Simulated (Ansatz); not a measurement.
# The phosphorus atom (quartet): wave-function methods side by side, cc-pVDZ

Aim: climb from Hartree-Fock through coupled cluster and multireference methods for the phosphorus atom (quartet) at one geometry and basis, and see what each rung misses.

Computed with Ansatz 0.2.0, Gaussian basis. Level: cc-pVDZ, core rule «outside noble gas», up to 5 orbitals frozen.

To be run: UHF; CCSD(T) on ROHF; CCSD(T) on UHF; BCCD(T) on ROHF; CISD; CCSDT(Q) on ROHF; CCSDT(Q) on UHF; CISDTQ; CCSDTQ on ROHF; CCSDTQ on UHF; CASSCF and MRCISD+Q, 5 electrons in 4 orbitals; CASSCF and MRCISD+Q(relaxed), 5 electrons in 4 orbitals; CASSCF and NEVPT4(SD), 5 electrons in 4 orbitals; CASSCF and NEVPT2, 5 electrons in 4 orbitals.

## Step 1: The atom

A free atom, in its lowest state of this spin that the program finds.

1 atom, charge 0, spin multiplicity 4.

## Step 2: UHF

in.yaml

```yaml
crystal:
  periodic: [false, false, false]
  atoms:
    - {symbol: P, position_ang: [0.000000, 0.000000, 0.000000]}
basis:
  gaussian: {orbitals: cc-pVDZ}
magnetization: {spin_polarized: true, initial_magnetization: 3}
hamiltonian: {xc: hf}
output: {orbitals: {seedname: orbitals}}
```

Command:

```sh
$ ansatz run in.yaml --threads 1 --pin off --events-out ev --progress --plain --max-ram 2393MiB
```

After this run come: CCSD(T) on ROHF; CCSD(T) on UHF; BCCD(T) on ROHF; CISD; CCSDT(Q) on ROHF; CCSDT(Q) on UHF; CISDTQ; CCSDTQ on ROHF; CCSDTQ on UHF; CASSCF and MRCISD+Q, 5 electrons in 4 orbitals; CASSCF and MRCISD+Q(relaxed), 5 electrons in 4 orbitals; CASSCF and NEVPT4(SD), 5 electrons in 4 orbitals; CASSCF and NEVPT2, 5 electrons in 4 orbitals.

Before running them: what should the planned runs give, taken together? Wanted: UCCSDTQ below the RHF energy; RMP2 from UCCSDTQ; UMP2 from UCCSDTQ; RCCSD from UCCSDTQ; RCCSD(T) from UCCSDTQ; UCCSD(T) from UCCSDTQ; RCCSDT(Q) from UCCSDTQ; UCCSDT(Q) from UCCSDTQ; NEVPT2 valence from UCCSDTQ.

**Answer**, as computed:

| quantity | value |
| --- | --- |
| UCCSDTQ below the RHF energy | -2.2501 eV |
| RMP2 from UCCSDTQ | +12.04 kcal/mol |
| UMP2 from UCCSDTQ | +12.01 kcal/mol |
| RCCSD from UCCSDTQ | +0.87 kcal/mol |
| RCCSD(T) from UCCSDTQ | +0.24 kcal/mol |
| UCCSD(T) from UCCSDTQ | +0.23 kcal/mol |
| RCCSDT(Q) from UCCSDTQ | +0.02 kcal/mol |
| UCCSDT(Q) from UCCSDTQ | +0.02 kcal/mol |
| NEVPT2 valence from UCCSDTQ | +11.57 kcal/mol |
| NEVPT4(SD) valence from UCCSDTQ | -0.39 kcal/mol |
| MRCISD+Q valence from UCCSDTQ | -1.36 kcal/mol |
| levels within 1 kcal/mol (43 meV) | RCCSD, UCCSD, RCCSD(T), UCCSD(T), BCCD(T), RCCSDT, UCCSDT, CISDTQ, RCCSDT(Q), UCCSDT(Q), RCCSDTQ, NEVPT4(SD) valence |
| T1 diagnostic | 0.004 |
| effectively unpaired electrons | 3.00 |

**Reading.** RCCSD(T) misses by +0.24 kcal/mol, 0.5 % of the correlation energy. One determinant dominates. Of the multireference levels listed NEVPT4(SD) valence comes nearest in total energy (-0.39 kcal/mol), which doesn't show that its space is the better one. These misses are within one basis, not against nature; the frozen cores of restricted and unrestricted runs differ, which can shift their rows.
